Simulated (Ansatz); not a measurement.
**Down a group: atomization energies of Cl–B–PH, Cl–Al–PH, Cl–Ga–PH**

Ansatz 0.2.0, basis cc-pVDZ; geometries are PBE0/def2-TZVP minima. Wave-function levels freeze the cores with the filled d shells of p-block atoms; HF, MP2 and coupled cluster are restricted for singlets and unrestricted otherwise, atoms included, restricted open-shell where a d shell is frozen. The reference is CCSDT(Q) (coupled cluster only where its series has nearly closed). An error is the level's value less the reference. None of these values is a measured one. Energies are electronic, without zero-point terms. No spin–orbit coupling and no scalar relativity. The set is small: it underbinds, by tens of kJ/mol for each bond, so near ties and functionals' places can change in larger sets. The species are chosen: bound, without strong static correlation by their natural occupations or amplitudes, in their lowest spin state as far as vertical gaps and like structures tell, and with a ladder that closes on the reference, so errors are smaller than for species at large; levels whose determinant breaks symmetry or spin markedly are left out.

```csv
species,bonds (Å),quantity,symmetry of the states,reference,value (kcal/mol),error CCSD,error CCSD(T),error CCSDT
"Cl–B–PH, singlet","B–Cl 1.691, B–P 1.706, P–H 1.481, angles at B 177°, angles at P 61°",atomization,A,CCSDT(Q),248.4,-7.8,-0.6,-0.5
"Cl–Al–PH, singlet","Al–Cl 2.078, Al–P 2.136, P–H 1.444, angles at Al 179°, angles at P 78°",atomization,A,CCSDT(Q),201.2,-6.5,-0.8,-0.6
"Cl–Ga–PH, singlet","Cl–Ga 2.111, P–Ga 2.136, P–H 1.435, angles at Ga 178°, angles at P 83°",atomization,A,CCSDT(Q),187.1,-6.6,-0.9,-0.6
```

The reference falls from B to Ga, by 61.3 kcal/mol in all.
